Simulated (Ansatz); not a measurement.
Reaction (SMILES): FC(F)(F)F + 4 [H][H] (H2) → C (CH4) + 4 F (HF)
B3LYP-D3(BJ)/def2-TZVP geometries, fixed; electronic energies without zero-point terms.

Basis-set convergence of the energy of full hydrogenation at CCSD(T) with Ansatz (a quantum-chemistry and plane-wave program). Cartesian d functions, on some or all atoms, in 6-31G*; all else is spherical. Cores are frozen. No added dispersion term, no relativity. Functions are those of the species that has most. Reference: Hartree-Fock in cc-pVQZ plus the correlation part extrapolated as X^-3 from cc-pVTZ and cc-pVQZ, -69.75 kcal/mol, itself unsure by roughly 1.42 kcal/mol (a third of the extrapolation step and of the last Hartree-Fock step). Deviations are taken from unrounded values.

```json
[
 {"basis": "STO-3G", "functions": "25", "energy of full hydrogenation (kcal/mol)": "40.52", "minus reference (kcal/mol)": "110.27"},
 {"basis": "3-21G", "functions": "45", "energy of full hydrogenation (kcal/mol)": "11.45", "minus reference (kcal/mol)": "81.20"},
 {"basis": "cc-pVDZ", "functions": "70", "energy of full hydrogenation (kcal/mol)": "-53.51", "minus reference (kcal/mol)": "16.23"},
 {"basis": "def2-SV(P)", "functions": "70", "energy of full hydrogenation (kcal/mol)": "-5.96", "minus reference (kcal/mol)": "63.79"},
 {"basis": "def2-SVP", "functions": "70", "energy of full hydrogenation (kcal/mol)": "-49.82", "minus reference (kcal/mol)": "19.93"},
 {"basis": "pcseg-1", "functions": "70", "energy of full hydrogenation (kcal/mol)": "-63.45", "minus reference (kcal/mol)": "6.30"},
 {"basis": "6-31G*", "functions": "75", "energy of full hydrogenation (kcal/mol)": "-19.04", "minus reference (kcal/mol)": "50.70"},
 {"basis": "6-311G**", "functions": "90", "energy of full hydrogenation (kcal/mol)": "-59.57", "minus reference (kcal/mol)": "10.17"},
 {"basis": "6-311+G**", "functions": "110", "energy of full hydrogenation (kcal/mol)": "-76.20", "minus reference (kcal/mol)": "-6.45"},
 {"basis": "aug-cc-pVDZ", "functions": "115", "energy of full hydrogenation (kcal/mol)": "-78.53", "minus reference (kcal/mol)": "-8.79"},
 {"basis": "aug-pcseg-1", "functions": "115", "energy of full hydrogenation (kcal/mol)": "-70.10", "minus reference (kcal/mol)": "-0.36"},
 {"basis": "6-311++G(2d,2p)", "functions": "135", "energy of full hydrogenation (kcal/mol)": "-76.68", "minus reference (kcal/mol)": "-6.94"},
 {"basis": "cc-pVTZ", "functions": "150", "energy of full hydrogenation (kcal/mol)": "-63.41", "minus reference (kcal/mol)": "6.33"},
 {"basis": "def2-TZVP", "functions": "155", "energy of full hydrogenation (kcal/mol)": "-57.60", "minus reference (kcal/mol)": "12.15"},
 {"basis": "jun-cc-pV(T+d)Z", "functions": "195", "energy of full hydrogenation (kcal/mol)": "-70.83", "minus reference (kcal/mol)": "-1.08"},
 {"basis": "def2-TZVPD", "functions": "197", "energy of full hydrogenation (kcal/mol)": "-63.31", "minus reference (kcal/mol)": "6.43"},
 {"basis": "def2-TZVPPD", "functions": "197", "energy of full hydrogenation (kcal/mol)": "-70.92", "minus reference (kcal/mol)": "-1.17"},
 {"basis": "cc-pVQZ", "functions": "275", "energy of full hydrogenation (kcal/mol)": "-68.24", "minus reference (kcal/mol)": "1.51"}
]
```
